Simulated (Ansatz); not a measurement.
Take Si in the diamond structure (space group Fd-3m, No. 227; a = 5.470 Å) as the base.

Method: Ansatz (a program for electronic structure) PBE, no spin-orbit coupling.

It is then changed as follows: Ge takes the place of Si on all its sites; the structure is relaxed again.

Measured lattice parameter a: Si 5.421 Å (static lattice; corrected from measurement; as listed in Daniel Mejia-Rodriguez, S. B. Trickey, Phys. Rev. B (2018)); Ge 5.644 Å (static lattice; corrected from measurement; as listed in Daniel Mejia-Rodriguez, S. B. Trickey, Phys. Rev. B (2018)).

How well does PBE reproduce the measured shift?

With PBE the lattice parameter a moves by +0.291 Å (5.470 → 5.762) against +0.223 Å measured.

Whether these cells are dynamically stable was not tested.
